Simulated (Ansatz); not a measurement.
# [AlH2···H···SiH3], doublet: transfer scan

Starting geometry:

```yaml
atoms:
  - { symbol: Al, position_ang: [-1.9932, 0.0000, 0.0000] }
  - { symbol: H, position_ang: [-2.7862, 1.3734, 0.0000] }
  - { symbol: H, position_ang: [-2.7862, -1.3734, 0.0000] }
  - { symbol: H, position_ang: [-0.4074, 0.0000, 0.0000] }
  - { symbol: Si, position_ang: [1.8788, 0.0000, 0.0000] }
  - { symbol: H, position_ang: [2.3287, -1.4163, 0.0000] }
  - { symbol: H, position_ang: [2.3287, 0.7081, -1.2265] }
  - { symbol: H, position_ang: [2.3287, 0.7081, 1.2265] }
```

From there H4 is moved from one fragment to the other while all else, the fragments' distance too, stays fixed, so the hump isn't the reaction's barrier; atoms are numbered as listed. Energies are in kJ/mol, counted from the starting geometry at the same level. Kohn–Sham curves are unrestricted where that lies lower.

Basis cc-pVDZ; Ansatz 0.2.0. Correlated methods freeze the noble-gas cores. Prefix R: restricted or restricted open-shell reference; prefix U: unrestricted.

In so small a basis the reference is far from its limit while semilocal and hybrid functionals are nearer theirs (RPA and double hybrids share much of the reference's basis error), so the functionals' errors here hold much of the reference's basis and frozen-core error, which can add to them or hide them.

Full CI isn't at hand for all of this; UCCSDT(Q) serves as the reference, and is uncertain by about the last step of the cluster series.

| distance Al1-H4 (Å) | UCCSDT(Q) | PBE | r2SCAN | PBE0 | B3LYP | wB97M-V | B2PLYP | RPA-PBE |
| --- | --- | --- | --- | --- | --- | --- | --- | --- |
| 1.586 | 0.0 | 0.0 | 0.0 | 0.0 | 0.0 | 0.0 | 0.0 | 0.0 |
| 1.707 | 4.9 | -3.9 | -0.5 | -0.7 | 0.6 | 2.9 | 3.1 | 4.2 |
| 1.948 | 16.4 | -5.0 | 3.0 | 2.7 | 5.8 | 12.6 | 11.9 | 11.9 |
| 2.190 | -8.4 | -21.7 | -15.5 | -17.2 | -13.9 | -10.0 | -10.6 | -14.5 |
| 2.432 | -25.1 | -21.6 | -20.9 | -23.5 | -21.9 | -21.9 | -23.6 | -31.9 |

(1) Judged by the spread of the error over the points with a reference (largest less smallest), which of these follows UCCSDT(Q) best and which worst?

## Answers

(1) Subtracting the UCCSDT(Q) column from each: best B2PLYP (errors from -4.5 to 1.6, spread 6.1 kJ/mol), worst PBE (from -21.4 to 3.6, spread 24.9 kJ/mol). Functionals and wave-function methods converge differently with the basis, so part of this is basis effect.
